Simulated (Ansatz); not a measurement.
We consider hcp Sc, described by LDA (plane waves, PAW; Ansatz, a program for electronic structure).

Settings: plane-wave cutoff 520 eV, 24×24×12 k mesh (along the axes of the cell as run), Fermi–Dirac smearing 0.026 eV (set by the program), scalar-relativistic PAW data made under PBE.

Computed at the level's own relaxed cell.

Hill averages of the elastic tensor: K = 61.6 GPa, G = 36.4 GPa. Volume 22.534 Å³/atom, mean atomic mass 44.956 u.

Q: Work out the density, the sound velocities of a polycrystal and the elastic Debye temperature, and Pugh's ratio at this level.

A: ρ = 1.66054 × 44.956/22.534 = 3.313 g/cm³. v_l = √[(K + 4G/3)/ρ] = 5.766 km/s and v_t = √(G/ρ) = 3.315 km/s. The mean follows from 3/v_m³ = 1/v_l³ + 2/v_t³: v_m = 3.682 km/s. Θ_D = (ħ/k_B) v_m (6π²/V)^(1/3) = 76.38 K Å s/km × 3.682 × 1.3800 Å⁻¹ = 388 K, counting all atoms of the cell. K/G = 1.69, to be set beside Pugh's rough bound of 1.75 between brittle and ductile metals.
